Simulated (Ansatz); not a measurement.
# H5NSSi: the cost of one run

Program: the Python package of Ansatz 0.2.0. The levels of theory stand in the script. These are calculated values, not measurements.

## Step 1: The system

Bond lengths: N1–Si2 1.637 Å, Si2–S3 2.128 Å, N1–H4 0.968 Å, N1–H5 1.054 Å, Si2–H6 1.492 Å, Si2–H7 1.493 Å, S3–H8 1.398 Å. Angles: N1–Si2–S3 103.3°, N1–Si2–H6 109.7°, N1–Si2–H7 108.4°, S3–Si2–H6 110.9°, S3–Si2–H7 111.1°, H6–Si2–H7 113.0°, Si2–N1–H4 110.5°, Si2–N1–H5 109.8°, H4–N1–H5 105.7°, Si2–S3–H8 93.6°.

No structure file is read: the coordinates are typed or built in the script.

## Step 2: The script

Contents of run_bend.py:

```python
"""Bending curve of H5NSSi."""

import ansatz as az
from ase import Atoms

BASIS_SET = "def2-SVP"
FUNCTIONAL = "pbe0"
FORCE_TOL = 0.02
LEVEL = "mp2"

atoms = Atoms(["N", "Si", "S", "H", "H", "H", "H", "H"], positions=[
    [-0.6334, 0.568, -1.1402],
    [0.5101, 0.1707, -0.0377],
    [-0.5314, -1.1022, 1.3131],
    [-0.9938, -0.2276, -1.5564],
    [-1.448, 1.0322, -0.6576],
    [0.9899, 1.402, 0.6547],
    [1.602, -0.568, -0.738],
    [0.5966, -1.3322, 2.1062],
])

# start the scan from a relaxed geometry
first = (
    az.Crystal.molecule_from_ase(atoms).calculation()
    .basis(gaussian=BASIS_SET)
    .functional(FUNCTIONAL)
    .relax(force_tolerance=FORCE_TOL, max_steps=80)
)
atoms.positions = first.run(threads=1).report["positions_ang"]

rows = []
for angle in [85, 95, 105, 115, 125, 140, 160]:
    bent = atoms.copy()
    bent.set_angle(1, 2, 7, angle, indices=[7])
    base = (
        az.Crystal.molecule_from_ase(bent).calculation()
        .basis(gaussian=BASIS_SET)
        .correlation(LEVEL)
    )
    rows.append((angle, base.run(threads=1).report["free_energy_ev"]))
floor = min(e for _, e in rows)
for angle, e in rows:
    print(f"angle Si1-S2-H7 = {angle:3d} deg   {1000 * (e - floor):9.1f} meV")
```

## Step 3: What the engine is handed

The engine receives this input (first run):

```yaml
crystal:
  periodic: [false, false, false]
  atoms:
    - { symbol: "N", position_ang: [-0.6334, 0.568, -1.1402] }
    - { symbol: Si, position_ang: [0.5101, 0.1707, -0.0377] }
    - { symbol: S, position_ang: [-0.5314, -1.1022, 1.3131] }
    - { symbol: H, position_ang: [-0.9938, -0.2276, -1.5564] }
    - { symbol: H, position_ang: [-1.448, 1.0322, -0.6576] }
    - { symbol: H, position_ang: [0.9899, 1.402, 0.6547] }
    - { symbol: H, position_ang: [1.602, -0.568, -0.738] }
    - { symbol: H, position_ang: [0.5966, -1.3322, 2.1062] }
basis:
  gaussian:
    orbitals: def2-SVP
hamiltonian:
  xc: pbe0
relax:
  f_tol: 0.02
  max_steps: 80
```

## Step 4: Running it

Launch:

```bash
$ python run_bend.py
```

**Question.** How long does this script take on 1 thread of Arm Neoverse V2, shared host, and how much memory does it need?

About 23 s, with a peak of 0.23 GiB.
